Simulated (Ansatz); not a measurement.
The first iterations of a band of C₂H₈N₂ (12 atoms, charge 0, multiplicity 1).

Method: Ansatz 0.2.0, RKS PBE/def2-SVP.

```yaml
movable_images: 5
climbing_image: yes
spring: 5.0 eV/Å²
optimiser: quadratic models (default)
start_path: through a guess of the saddle point
force_threshold: 0.03 eV/Å
iteration_limit: 60
end_points: relaxed
```

First end point:

```xyz
12
Properties=species:S:1:pos:R:3
C -1.103 0.983 -0.243
N -0.857 -0.036 0.770
N 0.463 -0.508 0.924
C 1.225 -0.815 -0.280
H -0.853 0.706 -1.299
H -2.179 1.251 -0.215
H -0.530 1.904 0.002
H -1.473 -0.846 0.632
H 0.973 0.154 1.521
H 1.386 0.030 -0.996
H 0.725 -1.634 -0.842
H 2.224 -1.190 0.024
```

Last end point:

```xyz
12
Properties=species:S:1:pos:R:3
C -0.998 1.093 -0.141
N -0.437 0.005 0.773
N 0.942 -0.192 0.801
C 1.297 -0.897 -0.389
H -0.732 0.833 -1.180
H -2.101 1.163 -0.034
H -0.497 2.035 0.144
H -1.008 -0.875 0.526
H -0.733 0.251 1.734
H 1.233 -0.348 -1.379
H 0.680 -1.844 -0.552
H 2.355 -1.224 -0.302
```

| iteration | highest image above the first end (eV) | largest band force component (eV/Å) |
| --- | --- | --- |
| 1 | 2.997 | 2.471 |
| 2 | 2.768 | 1.111 |
| 3 | 2.928 | 2.636 |
| 4 | 2.834 | 1.179 |
| 5 | 2.719 | 0.917 |
| 6 | 2.612 | 0.714 |

Question: Does the band converge within its limit, and where does its top end?

Answer: The forces met the threshold. It ended after 19 iterations with the highest image 2.713 eV above the first end. Neighbouring images differ by up to 1.3 eV, so the band resolves the path poorly. A vibrational analysis at the climbing image gives one clearly imaginary mode, 1345i cm⁻¹: a first-order saddle point. The orbitals stay closed-shell, which can raise the energy where a bond breaks towards radicals; this wasn't checked here.

Time of the run: 3 min on 2 threads of Intel(R) Xeon(R) Platinum 8259CL CPU @ 2.50GHz (Skylake/Cascade Lake) (shared host), peak memory 0.2 GiB.
